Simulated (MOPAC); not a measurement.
MOPAC input (PM6):

```
PM6 PRECISE GNORM=0.05 LET XYZ UHF MS=0.5 GEO-OK AUX(PRECISION=9) THREADS=1
F3Si

Si    0.21612307 1    0.20976238 1    0.22258598 1
F    -0.72085928 1   -0.74673103 1    1.07691475 1
F    -0.71439787 1    1.11947221 1   -0.68804678 1
F     1.09906570 1   -0.69903821 1   -0.73511283 1
```

Output:

```
 *******************************************************************************
 **                                                                           **
 **                              MOPAC v23.2.5                                **
 **                                                                           **
 *******************************************************************************
 ** MOPAC's Digital Object Identifier: https://doi.org/10.5281/zenodo.6511958 **
 **                                                                           **
 ** Please cite the open-source release paper for use of this MOPAC version:  **
 ** J. E. Moussa and J. J. P. Stewart (2026)                                  **
 ** MOPAC: An open-source semiempirical molecular orbital program             **
 ** J. Open Source Softw., 11(119), 8025, https://doi.org/10.21105/joss.08025 **
 *******************************************************************************

                              PM6 CALCULATION RESULTS

 *******************************************************************************
 *  PM6        - The PM6 Hamiltonian to be used
 *  GEO-OK     - OVERRIDE INTERATOMIC DISTANCE AND OTHER SAFETY CHECKS
 *  UHF        - UNRESTRICTED HARTREE-FOCK CALCULATION
 *  MS=        - IN MECI, MAGNETIC COMPONENT OF SPIN =  0.5
 *  LET        - OVERRIDE SOME SAFETY CHECKS
 *  PRECISE    - TIGHTER CRITERIA TO BE USED
 *  XYZ        - CARTESIAN COORDINATE SYSTEM TO BE USED
 *  GNORM      - EXIT WHEN GRADIENT NORM DROPS BELOW 0.050
 *  AUX        - OUTPUT AUXILIARY INFORMATION
 *******************************************************************************
PM6 PRECISE GNORM=0.05 LET XYZ UHF MS=0.5 GEO-OK AUX(PRECISION=9) THREADS=1
 F3Si

   ATOM   CHEMICAL          X               Y               Z
  NUMBER   SYMBOL      (ANGSTROMS)     (ANGSTROMS)     (ANGSTROMS)

     1      Si          0.21612307  *   0.20976238  *   0.22258598  *
     2       F         -0.72085928  *  -0.74673103  *   1.07691475  *
     3       F         -0.71439787  *   1.11947221  *  -0.68804678  *
     4       F          1.09906570  *  -0.69903821  *  -0.73511283  *

          CARTESIAN COORDINATES

    NO.       ATOM           X           Y           Z

     1        Si          0.2161      0.2098      0.2226
     2         F         -0.7209     -0.7467      1.0769
     3         F         -0.7144      1.1195     -0.6880
     4         F          1.0991     -0.6990     -0.7351

 General Reference for PM6:
 "Optimization of Parameters for Semiempirical Methods V: Modification of NDDO Approximations
 and Application to 70 Elements", J. J. P. Stewart, J. Mol. Mod., 13, 1173-1213 (2007)
 URL: https://link.springer.com/article/10.1007/s00894-007-0233-4

           Empirical Formula: Si F3  =     4 atoms

      MOLECULAR POINT GROUP   :   C3v

          UHF CALCULATION, NO. OF ALPHA ELECTRONS =   13
                           NO. OF BETA  ELECTRONS =   12

          Geometry optimization using EF

          DIAGONAL MATRIX USED AS START HESSIAN

 CYCLE:     1  GRAD.:    54.886 HEAT: -235.1180
 CYCLE:     2  GRAD.:    45.125 HEAT: -237.9480
 CYCLE:     3  GRAD.:     8.615 HEAT: -241.8759
 CYCLE:     4  GRAD.:    11.769 HEAT: -242.2722
 CYCLE:     5  GRAD.:     6.918 HEAT: -242.4307
 CYCLE:     6  GRAD.:     2.053 HEAT: -242.5846
 CYCLE:     7  GRAD.:     0.849 HEAT: -242.6097
 CYCLE:     8  GRAD.:     0.338 HEAT: -242.6113
 CYCLE:     9  GRAD.:     0.173 HEAT: -242.6114
 CYCLE:    10  GRAD.:     0.644 HEAT: -242.6112
 CYCLE:    11  GRAD.:     0.005 HEAT: -242.6114

     GRADIENT =  0.00466 IS LESS THAN CUTOFF =  0.05000

 -------------------------------------------------------------------------------
 PM6 PRECISE GNORM=0.05 LET XYZ UHF MS=0.5 GEO-OK AUX(PRECISION=9) THREADS=1
 F3Si

     GEOMETRY OPTIMISED USING EIGENVECTOR FOLLOWING (EF).
     SCF FIELD WAS ACHIEVED

                              PM6 CALCULATION
                                                       MOPAC v23.2.5 Linux

          FINAL HEAT OF FORMATION =       -242.61142 KCAL/MOL =   -1015.08618 KJ/MOL

          COSMO AREA              =         90.26 SQUARE ANGSTROMS
          COSMO VOLUME            =         76.53 CUBIC ANGSTROMS

          GRADIENT NORM           =          0.00466          =       0.00233 PER ATOM
          IONIZATION POTENTIAL    =          8.263192 EV
          ALPHA SOMO LUMO (EV)    =         -8.263  0.547
          BETA  SOMO LUMO (EV)    =        -15.149 -2.415
          NO. OF ALPHA ELECTRONS  =         13
          NO. OF BETA  ELECTRONS  =         12
          MOLECULAR WEIGHT        =         85.0807         POINT GROUP:  D3h

          MOLECULAR DIMENSIONS (Angstroms)

            Atom       Atom       Distance
            F     4    F     2     2.67055
            F     3    F     2     2.31277
            F     3   Si     1     0.00013

          SCF CALCULATIONS        =         12

   ATOM   CHEMICAL          X               Y               Z
  NUMBER   SYMBOL      (ANGSTROMS)     (ANGSTROMS)     (ANGSTROMS)

     1      Si         -0.01735962  *  -0.01684973  *  -0.01787971  *
     2       F         -0.65039001  *  -0.68020369  *   1.22168535  *
     3       F         -0.64367209  *   1.26005270  *  -0.61331237  *
     4       F          1.24175226  *  -0.63061808  *  -0.66224590  *

                             CARTESIAN COORDINATES

   1   Si       -0.017359619    -0.016849727    -0.017879709
   2    F       -0.650390014    -0.680203687     1.221685347
   3    F       -0.643672093     1.260052699    -0.613312374
   4    F        1.241752262    -0.630618083    -0.662245897

           Empirical Formula: Si F3  =     4 atoms

      MOLECULAR POINT GROUP   :   D3h

          ALPHA EIGENVALUES
 -41.64475 -41.64474 -40.97016 -18.01537 -16.78542 -16.78542 -16.06117 -15.86817
 -15.86816 -15.66621 -15.66621 -15.07113  -8.26319   0.54693   0.54694   0.75096
   1.23791   1.23792   2.65114   3.78541   3.78541

           BETA EIGENVALUES
 -41.55058 -41.55057 -40.91082 -18.14308 -16.76488 -16.76487 -16.06639 -15.93672
 -15.93671 -15.62968 -15.62967 -15.14932  -2.41487   0.59895   0.59895   1.58685
   1.58685   1.63536   2.39287   4.29988   4.29988

              NET ATOMIC CHARGES AND DIPOLE CONTRIBUTIONS

  ATOM NO.   TYPE          CHARGE      No. of ELECS.   s-Pop       p-Pop       d-Pop
    1         Si           0.704969        3.2950     1.11278     0.69552     1.48673
    2          F          -0.234990        7.2350     1.92488     5.31011
    3          F          -0.234990        7.2350     1.92488     5.31011
    4          F          -0.234989        7.2350     1.92488     5.31011
 DIPOLE           X         Y         Z       TOTAL
 POINT-CHG.     0.000     0.000     0.000     0.000
 HYBRID        -0.000    -0.000    -0.000     0.000
 SUM            0.000     0.000     0.000     0.000

          ATOMIC ORBITAL ELECTRON POPULATIONS

     Atom    s        px        py        pz      x^2-y^2     xz        z^2       yz        xy
    1 Si   1.11278   0.23186   0.23327   0.23038   0.23106   0.34734   0.22431   0.34357   0.34046
    2  F   1.92488   1.80893   1.80568   1.69550
    3  F   1.92488   1.80977   1.68751   1.81283
    4  F   1.92488   1.69133   1.81197   1.80681

                    (SZ)    =    0.500000
                    (S**2)  =    0.751325

          ATOMIC ORBITAL SPIN POPULATIONS

    Atom   Total    s     px     py     pz   x^2-y^2  xz     z^2    yz     xy
         Atomic
    1 Si  0.9046  0.504  0.006  0.006  0.006  0.003  0.133  0.003  0.125  0.118
    2  F  0.0318  0.001  0.003  0.004  0.024
    3  F  0.0318  0.001  0.003  0.026  0.002
    4  F  0.0318  0.001  0.025  0.002  0.003

 **********************
 *                    *
 * JOB ENDED NORMALLY *
 *                    *
 **********************

 == MOPAC DONE ==
```
